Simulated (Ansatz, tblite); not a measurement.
# Si(SMe)H3 (CH₆SSi): rung by rung

The task here is to estimate one member of a computed series from the others.

Program: Ansatz 0.2.0, Gaussian basis. Level of theory: as each input shows. These are calculated values, not measurements.

Levels to be run: GFN1-xTB, GFN2-xTB, PBE-D4/def2-TZVP, r2SCAN-D4/def2-TZVP, HSE06-D4/def2-TZVP, B3LYP-D4/def2-TZVP, HF/def2-TZVP, r2SCAN0-D4/def2-TZVP, BLYP-D4/def2-TZVP, B97M-V/def2-TZVP, LDA/def2-TZVP, PBE-D4/def2-SVP, PBE0-D4/def2-SVP, HF/STO-3G, PBE0-D4/def2-TZVPD, PBE-D4/def2-TZVPD, r2SCAN-D4/def2-TZVPD, CCSD(T)/def2-TZVPP, MP2/def2-TZVP, RPA/def2-TZVP, CCSD(T)/def2-TZVPD.

2 further runs of the same task are left out: 2 that didn't finish.

## The relaxed structure

The singlet was relaxed beforehand with PBE-D4/def2-TZVP.

9 atoms, charge 0, spin multiplicity 1.

Bond lengths: Si1–S2 2.138 Å, Si1–H7 1.498 Å, Si1–H8 1.493 Å, Si1–H9 1.498 Å, S2–C3 1.832 Å, C3–H4 1.097 Å, C3–H5 1.097 Å, C3–H6 1.097 Å. Angles: S2–Si1–H7 111.6°, S2–Si1–H8 106.2°, S2–Si1–H9 111.1°, H7–Si1–H8 110.0°, H7–Si1–H9 107.8°, H8–Si1–H9 110.2°, Si1–S2–C3 99.0°, S2–C3–H4 111.0°, S2–C3–H5 106.6°, S2–C3–H6 111.2°, H4–C3–H5 109.0°, H4–C3–H6 110.1°, H5–C3–H6 108.9°.

PBE0-D4/def2-TZVP was run before; its log isn't repeated, and its numbers join the tables.

The first run:

Tight binding, by tblite at 300 K electronic temperature and without a spin-polarisation term:

```python
tblite.interface.Calculator('GFN1-xTB', numbers, positions, charge=0, uhf=0).singlepoint()
```

Tight binding, by tblite at 300 K electronic temperature and without a spin-polarisation term:

```python
tblite.interface.Calculator('GFN2-xTB', numbers, positions, charge=0, uhf=0).singlepoint()
```

start.molden holds the orbitals of an earlier run on this state, given as this run's starting guess.

File in.yaml:

```yaml
crystal:
  periodic: [false, false, false]
  atoms:
    - {symbol: Si, position_ang: [-0.372589, 0.844833, -1.172066]}
    - {symbol: S, position_ang: [-0.438112, 0.804706, 0.965051]}
    - {symbol: C, position_ang: [0.359571, -0.820301, 1.246981]}
    - {symbol: H, position_ang: [-0.226629, -1.629756, 0.793989]}
    - {symbol: H, position_ang: [0.392660, -0.967894, 2.333311]}
    - {symbol: H, position_ang: [1.384177, -0.832474, 0.854442]}
    - {symbol: H, position_ang: [1.036057, 0.839148, -1.681892]}
    - {symbol: H, position_ang: [-1.059010, 2.104220, -1.585174]}
    - {symbol: H, position_ang: [-1.076113, -0.342483, -1.754643]}
basis:
  gaussian: {orbitals: def2-TZVP, initial_orbitals: start.molden}
hamiltonian: {xc: pbe, dispersion: d4}
scf: {omitted_lower_state_checks: [starts]}
output: {orbitals: {seedname: orbitals}}
```

Started as:

```
$ ansatz run in.yaml --threads 4 --pin off --events-out ev --progress --plain --max-ram 3916MiB
```

Among the steps run: PBE-D4/def2-TZVP; r2SCAN-D4/def2-TZVP; HSE06-D4/def2-TZVP; B3LYP-D4/def2-TZVP; HF/def2-TZVP; r2SCAN0-D4/def2-TZVP; BLYP-D4/def2-TZVP; B97M-V/def2-TZVP; LDA/def2-TZVP; PBE-D4/def2-SVP; PBE0-D4/def2-SVP; HF/STO-3G; PBE0-D4/def2-TZVPD; PBE-D4/def2-TZVPD; r2SCAN-D4/def2-TZVPD; CCSD(T)/def2-TZVPP; MP2/def2-TZVP; RPA/def2-TZVP; CCSD(T)/def2-TZVPD.

One of the session's tables, all rows but one given; the rest of the session is left out.

```
               level  HOMO (eV)  LUMO (eV)  gap (eV)
           HF/STO-3G      -6.74      10.91     17.65
        HF/def2-TZVP      -9.73       3.14     12.87
       LDA/def2-TZVP      -5.83      -0.97      4.86
     PBE-D4/def2-SVP          ?          ?         ?
    PBE-D4/def2-TZVP      -5.75      -0.76      4.99
   PBE-D4/def2-TZVPD      -5.80      -0.96      4.84
   BLYP-D4/def2-TZVP      -5.60      -0.64      4.95
 r2SCAN-D4/def2-TZVP      -6.00      -0.41      5.59
r2SCAN-D4/def2-TZVPD      -6.03      -0.55      5.48
    B97M-V/def2-TZVP      -6.15      -0.62      5.53
  B3LYP-D4/def2-TZVP      -6.72      -0.11      6.61
    PBE0-D4/def2-SVP      -6.87       0.52      7.39
   PBE0-D4/def2-TZVP      -6.95       0.11      7.06
  PBE0-D4/def2-TZVPD      -6.98      -0.17      6.82
r2SCAN0-D4/def2-TZVP      -7.12       0.34      7.46
  HSE06-D4/def2-TZVP      -6.55      -0.26      6.29
```

Estimate the missing values for PBE-D4/def2-SVP.

The run gave: HOMO (eV): -5.61; LUMO (eV): -0.36; gap (eV): 5.25. In the column «HOMO (eV)» it lies between PBE-D4/def2-TZVP (-5.75) and BLYP-D4/def2-TZVP (-5.60).
